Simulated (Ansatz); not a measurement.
Job for Ansatz (a first-principles code): R-CCSD(T)/cc-pV(D+d)Z on ethanethiol (SMILES CCS). Files ending in .json are basis or fitting sets from the Basis Set Exchange.

Ansatz 0.2 input:
```yaml
crystal:
  periodic: [false, false, false]
  atoms:
    - {symbol: C, position_ang: [-0.88843069, 0.34707651, -0.16571562]}
    - {symbol: C, position_ang: [0.22907225, -0.63302007, 0.15456373]}
    - {symbol: S, position_ang: [1.88372281, -0.08995566, -0.40650896]}
    - {symbol: H, position_ang: [-1.85301601, -0.05620664, 0.15395477]}
    - {symbol: H, position_ang: [-0.93501514, 0.54978334, -1.23591151]}
    - {symbol: H, position_ang: [-0.73505537, 1.29693920, 0.34960708]}
    - {symbol: H, position_ang: [0.07362121, -1.58159175, -0.36144490]}
    - {symbol: H, position_ang: [0.27322632, -0.85106799, 1.22145106]}
    - {symbol: H, position_ang: [1.95187462, 1.01804306, 0.35081370]}
basis:
  gaussian:
    orbitals: cc-pV_D+d_Z.json
magnetization: {spin_polarized: false}
correlation: {method: ccsd_t, electrons: outside_noble_gas}
scf: {lower_state_search: off}
```

It printed:

```
WARN ansatz: RAYON_NUM_THREADS=1 ignored (pool sized by the plan → 1); use --threads N
Functional definition: HF
these checks for a lower state are left out or cut short: stability, starts, cluster_reference, orbital_swaps, neighbouring_geometries, increment
integrals: 0.07 GiB planned
751 factors; integrals over basis functions are off by at most 1.3e-3 eV
mean field: 0.17 GiB planned
mean field evaluation 1: about -12971.8662 eV, gradient 2.2e1 eV
mean field evaluation 2: about -12971.9620 eV, gradient 2.2e1 eV
mean field evaluation 4: about -12973.5043 eV, gradient 2.5e0 eV
mean field evaluation 8: about -12973.5273 eV, gradient 1.5e-1 eV
mean field -12973.52737935 eV, -476.7683374183 hartree, gradient 7.1e-6 eV, S^2 0.000000; 0 other end points of the search recorded, 0 dependent functions left out
7 core orbitals not correlated
reference -12973.52737935 eV, -476.7683374183 hartree; 10, 10 occupied and 64, 64 virtual orbitals, 751 factors
second order -11.72952493 eV of doubles, -0.00000000 eV of singles
coupled cluster: 0.20 GiB planned
cycle   1  -12.64929449 eV  change   -9.2e-1 eV  update   7.1e-2
cycle   2  -13.01227917 eV  change   -3.6e-1 eV  update   2.2e-2
cycle   3  -13.04943984 eV  change   -3.7e-2 eV  update   6.3e-3
cycle   4  -13.05057986 eV  change   -1.1e-3 eV  update   1.7e-3
cycle   5  -13.05078058 eV  change   -2.0e-4 eV  update   4.4e-4
cycle   6  -13.05074130 eV  change    3.9e-5 eV  update   1.4e-4
cycle   7  -13.05074779 eV  change   -6.5e-6 eV  update   4.4e-5
cycle   8  -13.05075118 eV  change   -3.4e-6 eV  update   1.7e-5
perturbative correction -0.36977138 eV, -0.0135888476 hartree
Total energy: -12986.94790191 eV, -477.2615325256 hartree
Checks for a lower state left out: stability, starts, cluster_reference, orbital_swaps, neighbouring_geometries, increment
```

The run converged.

Cost: around 1.3 core-seconds (rough).
